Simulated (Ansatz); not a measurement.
CH4NS (SMILES NC=[SH+]) (charge +1), closed shell: a single point displaced at random from a GFN2-xTB minimum.

Input (in.yaml):

```yaml
crystal:
  periodic: [false, false, false]
  atoms:
    - {symbol: N, position_ang: [-0.803300, 0.318800, -0.689200]}
    - {symbol: C, position_ang: [-0.029900, -0.088800, 0.283400]}
    - {symbol: S, position_ang: [1.639800, -0.269300, 0.044400]}
    - {symbol: H, position_ang: [-1.805800, 0.440800, -0.521500]}
    - {symbol: H, position_ang: [-0.438300, 0.553300, -1.607000]}
    - {symbol: H, position_ang: [-0.466200, -0.321600, 1.212700]}
    - {symbol: H, position_ang: [1.924500, -0.703700, 1.280300]}
basis:
  gaussian: {orbitals: def2-TZVPP}
total_charge: 1
correlation: {method: ccsd_t}
output: {forces: true}
```

An equivalent command:

```bash
ansatz run in.yaml --threads 4 --pin off --events-out ev --progress --plain
```

What Ansatz 0.2.0 printed:

```
Functional definition: HF
  name "HF"
  cite "Fock, Z. Phys. 61, 126 (1930) doi:10.1007/BF01340294"
  parent pbe
  exchange = exact_x
  correlation = 0
928 factors; integrals over basis functions are off by at most 1.2e-3 eV
mean field evaluation 1: about -13383.5206 eV, gradient 4.2e1 eV
mean field evaluation 2: about -13383.5294 eV, gradient 4.2e1 eV
mean field evaluation 4: about -13387.4451 eV, gradient 3.5e0 eV
mean field evaluation 8: about -13387.5141 eV, gradient 2.0e-1 eV
mean field evaluation 16: about -13387.4982 eV, gradient 1.1e0 eV
mean field -13387.51451177 eV, -491.9820839243 hartree, gradient 9.3e-6 eV, S^2 0.000000; 0 other end points of the search recorded, 0 dependent functions left out
7 core orbitals not correlated: weight in the atoms' cores, before any rotation towards them, 1.000 or more for the frozen orbitals, at most 0.000 for the correlated occupied ones
reference -13387.51451177 eV, -491.9820839243 hartree; 9, 9 occupied and 144, 144 virtual orbitals, 928 factors
second order -14.46866489 eV of doubles, -0.00000000 eV of singles
cycle   1  -14.85732978 eV  change   -3.9e-1 eV  update   9.3e-2
cycle   2  -15.24909904 eV  change   -3.9e-1 eV  update   2.8e-2
cycle   3  -15.34883088 eV  change   -1.0e-1 eV  update   1.7e-2
cycle   4  -15.33744913 eV  change    1.1e-2 eV  update   5.3e-3
cycle   5  -15.33692020 eV  change    5.3e-4 eV  update   2.3e-3
cycle   6  -15.33690533 eV  change    1.5e-5 eV  update   6.3e-4
cycle   7  -15.33658314 eV  change    3.2e-4 eV  update   3.0e-4
cycle   8  -15.33658027 eV  change    2.9e-6 eV  update   1.3e-4
cycle   9  -15.33658893 eV  change   -8.7e-6 eV  update   6.1e-5
cycle  10  -15.33656468 eV  change    2.4e-5 eV  update   2.2e-5
cycle  11  -15.33657873 eV  change   -1.4e-5 eV  update   6.6e-6
perturbative correction -0.69842185 eV, -0.0256665297 hartree
the calculation of the forces begins
Total energy: -13403.54951236 eV, -492.5713593269 hartree
Atom 0 at    -0.803300     0.318800    -0.689200 Å, force    -0.473564     0.016283     0.511468 eV/Å
Atom 1 at    -0.029900    -0.088800     0.283400 Å, force     0.562887     0.265350    -1.472614 eV/Å
Atom 2 at     1.639800    -0.269300     0.044400 Å, force     0.193115    -0.013850    -0.005491 eV/Å
Atom 3 at    -1.805800     0.440800    -0.521500 Å, force     0.498442    -0.065855    -0.186690 eV/Å
Atom 4 at    -0.438300     0.553300    -1.607000 Å, force    -0.087675    -0.015307     0.080596 eV/Å
Atom 5 at    -0.466200    -0.321600     1.212700 Å, force    -0.575097    -0.193898     1.030508 eV/Å
Atom 6 at     1.924500    -0.703700     1.280300 Å, force    -0.118109     0.007277     0.042222 eV/Å
Dipole moment:    -0.600944     0.078767     0.054762 e Å
```

The run took 52 s on 4 CPU threads (shared host), with 2.2 GiB of host memory at its peak.
